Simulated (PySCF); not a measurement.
## How methods differ on the ionisation energy of Ar

Ar [Ar] (1S) → Ar⁺ [Ne] 3s2 3p5 (2P), as a difference of total energies. Calculation: PySCF 2.14, in x2c-QZVPPall with one added diffuse shell each of s, p, d, f type (10s7p5d3f1g, 86 functions); the spin-free X2C one-electron Hamiltonian (Gaussian nucleus). Correlated levels: valence: [Ne] frozen. The calculations carry no spin-orbit coupling.

```csv
method,ionisation energy (eV),error (eV)
UHF,14.529,-1.290
MP2 (valence),15.810,-0.009
SCS-MP2 (valence),15.719,-0.100
CCSD (valence),15.639,-0.180
CCSD(T) (valence),15.701,-0.118
```

Reference: 15.819 eV (measured; NIST levels, between the centres of gravity of the two terms).

Errors of the correlated levels include the incompleteness of this basis and the frozen core.
